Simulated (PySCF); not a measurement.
Molecule: `InChI=1S/C2H6S/c1-2-3/h3H,2H2,1H3`.

Geometry:
```
atom   x (Å)   y (Å)   z (Å)
  C1  -0.782   0.537   0.117
  C2   0.114  -0.660  -0.131
  S3   1.712  -0.594   0.741
  H4  -1.751   0.411  -0.394
  H5  -0.323   1.464  -0.262
  H6  -0.971   0.673   1.192
  H7  -0.354  -1.584   0.243
  H8   0.295  -0.814  -1.206
  H9   2.192   0.496   0.103
```

Geometry PBE0-D3(BJ)/def2-SVP throughout; GIAO in PySCF 2.14.0 with density-fitted response routines, gas phase, one conformer, non-relativistic; equivalent atoms averaged; basis pcSseg-2.

For orientation, B3LYP gives these absolute shieldings σ: C2 150.8, C1 154.6, S3 519.9, H7/H8 28.94, H9 29.95, H4/H5/H6 30.10 ppm.

A run gave: C2 156.0, C1 159.6, S3 551.5, H7/H8 28.93, H9 29.90, H4/H5/H6 30.10 ppm (absolute shieldings σ).

Which functional was used in that run?
A. BLYP
B. PBE
C. LC-wPBE
D. PBE0
E. B97-2

## Answers

E. C2 tells them apart best: B97-2 gives 156.0, LC-wPBE gives 165.6, PBE gives 150.7, BLYP gives 144.6, PBE0 gives 157.6 ppm.
